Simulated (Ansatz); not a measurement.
The input, for Ansatz 0.2.0:

```yaml
crystal:
  periodic: [false, false, false]
  atoms:
    - {symbol: B, position_ang: [-0.013536, 0.013580, 0.029327]}
    - {symbol: H, position_ang: [0.458939, 0.499875, 1.086631]}
    - {symbol: H, position_ang: [-0.499326, -0.457304, 1.087572]}
    - {symbol: H, position_ang: [-0.485449, 0.484982, -1.034950]}
    - {symbol: H, position_ang: [0.671023, -0.673213, -1.453804]}
basis:
  gaussian: {orbitals: 6-31G}
total_charge: 1
magnetization: {spin_polarized: true, initial_magnetization: 2}
correlation: {method: ccsd, electrons: outside_noble_gas}
```

```sh
$ ansatz run in.yaml --threads 1 --pin off --events-out ev --progress --plain --max-ram 2393MiB
```

Problem. Roughly how long does this take on 1 thread of Arm Neoverse V1, shared host, and how much host memory?

Solution. 0.21 s wall and 0.06 GiB.

```
254 factors; integrals over basis functions are off by at most 4.8e-4 eV
mean field evaluation 1: about -718.6605 eV, gradient 7.2e0 eV
mean field evaluation 2: about -718.6608 eV, gradient 7.2e0 eV
mean field evaluation 4: about -719.2730 eV, gradient 1.2e0 eV
mean field evaluation 8: about -719.3458 eV, gradient 7.3e-4 eV
mean field evaluation 16: about -719.3446 eV, gradient 1.7e-1 eV
mean field -719.34551141 eV, -26.4354599543 hartree, gradient 7.8e-6 eV, S^2 2.015177; 1 other end points of the search recorded, 0 dependent functions left out
1 core orbitals not correlated: weight in the atoms' cores, before any rotation towards them, 1.000 or more for the frozen orbitals, at most 0.000 for the correlated occupied ones
reference -719.34551141 eV, -26.4354599543 hartree; 4, 2 occupied and 12, 14 virtual orbitals, 254 factors
second order -1.36939230 eV of doubles, -0.00000000 eV of singles
cycle   1  -1.71255068 eV  change   -3.4e-1 eV  update   5.0e-2
cycle   2  -1.89395564 eV  change   -1.8e-1 eV  update   2.6e-2
cycle   3  -1.92360877 eV  change   -3.0e-2 eV  update   1.2e-2
cycle   4  -1.93428341 eV  change   -1.1e-2 eV  update   5.3e-3
cycle   5  -1.93271432 eV  change    1.6e-3 eV  update   1.7e-3
cycle   6  -1.93410893 eV  change   -1.4e-3 eV  update   5.8e-4
cycle   7  -1.93406176 eV  change    4.7e-5 eV  update   2.0e-4
cycle   8  -1.93391283 eV  change    1.5e-4 eV  update   6.4e-5
cycle   9  -1.93397243 eV  change   -6.0e-5 eV  update   1.7e-5
cycle  10  -1.93396056 eV  change    1.2e-5 eV  update   5.1e-6
cycle  11  -1.93396154 eV  change   -9.8e-7 eV  update   1.8e-6
Total energy: -721.27947295 eV, -26.5065317300 hartree
```
